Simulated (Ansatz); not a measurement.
# C3H5F3: the cost of one run

Computed with Ansatz 0.2.0, Gaussian basis. Level: unrestricted cation, the program's frozen cores in correlated methods.

Levels to be run: UKS PBE-D4/def2-TZVPP; UKS r2SCAN-D4/def2-TZVPP; UKS PBE0-D4/def2-TZVPP; UKS B3LYP-D4/def2-TZVPP; UKS wB97X-V/def2-TZVPP; UKS wB97M-V/def2-TZVPP; UKS B2PLYP/def2-TZVPP; UHF-CCSD(T)/def2-TZVPP; UHF-MP2/def2-QZVPP; extrapolation to the limit; then −ε(HOMO) from the neutral's earlier runs with LDA (SPW92), PBE-D4, revPBE-D4, BLYP-D4, r2SCAN-D4, B97M-V, PBE0-D4, B3LYP-D4, r2SCANh-D4, r2SCAN0-D4, HSE06-D4, BHLYP-D4, CAM-B3LYP-D4, LC-ωPBE, ωB97X-V, ωB97M-V.

## 1. Structure used throughout

An earlier PBE0-D4 in a triple-zeta def2 set relaxation fixed the geometry.

SMILES `CCC(F)(F)F`, 11 atoms, charge 0, spin multiplicity 1.

Atoms are counted from 1 here; the program's logs count them from 0.

Bond lengths: C1–C2 1.518 Å, C1–H7 1.091 Å, C1–H8 1.091 Å, C1–H9 1.091 Å, C2–C3 1.504 Å, C2–H10 1.092 Å, C2–H11 1.092 Å, C3–F4 1.342 Å, C3–F5 1.341 Å, C3–F6 1.342 Å. Angles: C2–C1–H7 111.2°, C2–C1–H8 110.1°, C2–C1–H9 111.2°, H7–C1–H8 108.0°, H7–C1–H9 108.2°, H8–C1–H9 108.0°, C1–C2–C3 113.0°, C1–C2–H10 111.4°, C1–C2–H11 111.4°, C3–C2–H10 106.7°, C3–C2–H11 106.7°, H10–C2–H11 107.4°, C2–C3–F4 112.1°, C2–C3–F5 111.4°, C2–C3–F6 112.1°, F4–C3–F5 107.0°, F4–C3–F6 106.9°, F5–C3–F6 107.0°.

## 2. Cation, UKS PBE-D4/def2-TZVPP

Contents of in.yaml:

```yaml
crystal:
  periodic: [false, false, false]
  atoms:
    - {symbol: C, position_ang: [-0.214272, -1.055587, 0.758438]}
    - {symbol: C, position_ang: [0.285968, -0.307544, -0.463632]}
    - {symbol: C, position_ang: [0.025457, 1.171621, -0.393450]}
    - {symbol: F, position_ang: [-1.284074, 1.448913, -0.298469]}
    - {symbol: F, position_ang: [0.482073, 1.800853, -1.485971]}
    - {symbol: F, position_ang: [0.622784, 1.739210, 0.665691]}
    - {symbol: H, position_ang: [0.274369, -0.699063, 1.666451]}
    - {symbol: H, position_ang: [-0.003375, -2.120978, 0.658090]}
    - {symbol: H, position_ang: [-1.291715, -0.935144, 0.880969]}
    - {symbol: H, position_ang: [1.363783, -0.431018, -0.592018]}
    - {symbol: H, position_ang: [-0.195496, -0.668262, -1.375501]}
basis:
  gaussian: {orbitals: def2-TZVPP}
total_charge: 1
magnetization: {spin_polarized: true, initial_magnetization: 1}
hamiltonian: {xc: pbe, dispersion: d4}
```

Command:

```sh
$ ansatz run in.yaml --threads 2 --pin off --events-out ev --progress --plain --max-ram 22528MiB --backend cpu
```

Q: Estimate wall time and peak memory on 2 threads of AMD EPYC 7R13, shared host.

About 22 s, with a peak of 0.86 GiB.
